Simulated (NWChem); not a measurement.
**Si3H8 (trisilane) at HF/STO-3G**

What is the energy change on altering one bond length of Si3H8 (trisilane) at HF/STO-3G? 

The results are computed with NWChem 7.3.0.

3 further runs of the same task are left out: 3 set aside as unsound or not needed. Runs told in other sessions of the task aren't counted.

## 1. The system as given

Si3H8 has 11 atoms, charge 0, and is taken as a singlet. As SMILES, `[SiH3][SiH2][SiH3]`. The shape is that of a PBE0-D4/def2-TZVP optimisation.

Bond lengths: Si1–Si2 2.338 Å, Si2–Si3 2.338 Å, Si1–H4 1.488 Å, Si1–H5 1.488 Å, Si1–H6 1.488 Å, Si2–H7 1.490 Å, Si2–H8 1.490 Å, Si3–H9 1.488 Å, Si3–H10 1.488 Å, Si3–H11 1.488 Å. Some angles: Si1–Si2–Si3 110.4°, Si1–Si2–H7 109.6°, Si1–Si2–H8 109.6°, Si3–Si2–H7 109.6°, Si3–Si2–H8 109.6°, Si2–Si1–H4 111.2°, Si2–Si1–H5 109.8°, Si2–Si1–H6 109.8°, Si2–Si3–H9 109.8°, Si2–Si3–H10 109.8°.

## 2. Energy and forces at HF/STO-3G

File run.nw:

```
start run
title "H8Si3 gradient"
memory 2200 mb
geometry noautosym nocenter noautoz
  Si   -1.292570    1.366730   -0.525270
  Si   -0.462570   -0.807300   -0.296320
  Si    1.631930   -0.774400    0.742750
  H    -2.625850    1.367720   -1.185120
  H    -0.354030    2.180440   -1.344070
  H    -1.422540    2.000090    0.814640
  H    -0.343400   -1.440160   -1.640160
  H    -1.410380   -1.620800    0.516390
  H     1.515950   -0.154940    2.090430
  H     2.583820    0.031780   -0.068050
  H     2.179610   -2.149160    0.894770
end
basis spherical bse
  * library STO-3G
end
scf
  thresh 1e-08
  maxiter 80
end
task scf gradient
```

Started as:

```console
$ nwchem run.nw > run.out
```

The program printed:

```text
[...]
  functions       =    35
[...]
  wavefunction    = RHF
[...]
         Total SCF energy =   -861.477915255963
      One-electron energy =  -1585.243798959231
      Two-electron energy =    530.648032597528
 Nuclear repulsion energy =    193.117851105740
        Time for solution =      1.1s
[...]
                         RHF ENERGY GRADIENTS
    atom               coordinates                        gradient
                 x          y          z           x          y          z
   1 Si     -2.442603   2.582745  -0.992616   -0.000307   0.002568   0.000066
   2 Si     -0.874131  -1.525576  -0.559964   -0.001060  -0.001848  -0.000668
   3 Si      3.083901  -1.463404   1.403594    0.002196   0.000730   0.001143
   4 H      -4.962137   2.584616  -2.239552   -0.029569  -0.001631  -0.014772
   5 H      -0.669020   4.120434  -2.539924    0.022116   0.016533  -0.018470
   6 H      -2.688211   3.779622   1.539446   -0.002238   0.012426   0.030724
   7 H      -0.648932  -2.721508  -3.099453    0.003786  -0.012881  -0.030503
   8 H      -2.665232  -3.062868   0.975836   -0.020949  -0.017077   0.019502
   9 H       2.864730  -0.292794   3.950340   -0.004562   0.014044   0.029760
  10 H       4.882712   0.060055  -0.128596    0.019775   0.018300  -0.019433
  11 H       4.118866  -4.061324   1.690870    0.010812  -0.031164   0.002652
[...]
```

Run time: 1.8 s. Hardware: 1 thread of Intel Xeon 6975P-C (Granite Rapids), shared host; peak memory 0.1 GiB.

## 3. The distorted shape: the energy at HF/STO-3G

File struct.nw:

```
start struct
title "H8Si3"
memory stack 880 mb heap 220 mb global 1100 mb

geometry noautosym nocenter noautoz
   Si   -1.417083    1.692868   -0.559616
   Si   -0.462570   -0.807300   -0.296320
   Si    1.631930   -0.774400    0.742750
   H    -2.750363    1.693858   -1.219466
   H    -0.478543    2.506578   -1.378416
   H    -1.547053    2.326228    0.780294
   H    -0.343400   -1.440160   -1.640160
   H    -1.410380   -1.620800    0.516390
   H     1.515950   -0.154940    2.090430
   H     2.583820    0.031780   -0.068050
   H     2.179610   -2.149160    0.894770
end

basis spherical bse
   * library STO-3G
end

scf
   thresh 1e-08
   maxiter 80
   print low
end

task scf energy
```

Started as:

```console
$ nwchem struct.nw > struct.out
```

The program printed:

```text
[...]
  functions       =    35
[...]
  wavefunction    = RHF
[...]
         Total SCF energy =   -861.432208023073
      One-electron energy =  -1566.427722673595
      Two-electron energy =    521.357670831870
 Nuclear repulsion energy =    183.637843818652
        Time for solution =      1.1s
 Task  times  cpu:        1.2s     wall:        1.2s
[...]
```

Run time: 1.7 s. Hardware: 1 thread of Intel Xeon 6975P-C (Granite Rapids), shared host; peak memory 0.1 GiB.

## 4. Results

At HF/STO-3G:

| quantity | value |
| --- | --- |
| first shape: total energy | -861.47792 Eh |
| first shape: dipole moment | 0.15 D |
| first shape: HOMO energy | -8.02 eV |
| first shape: LUMO energy | 10.25 eV |
| first shape: HOMO–LUMO gap | 18.26 eV |
| first shape: largest force on an atom | 1.714 eV/Å |
| distorted shape: total energy | -861.43221 Eh |
| energy change with the Si1–Si2 bond stretched from 2.338 to 2.689 Å | 1.244 eV |

What this shows: With the Si1–Si2 bond stretched from 2.338 to 2.689 Å the energy rises by 1.24 eV (120 kJ/mol). The first shape isn't relaxed at this level, so the change isn't measured from a minimum. The minimal basis adds a large error of its own. The largest force (first shape) is 1.71 eV/Å: the shape isn't a stationary point for this species at this level.
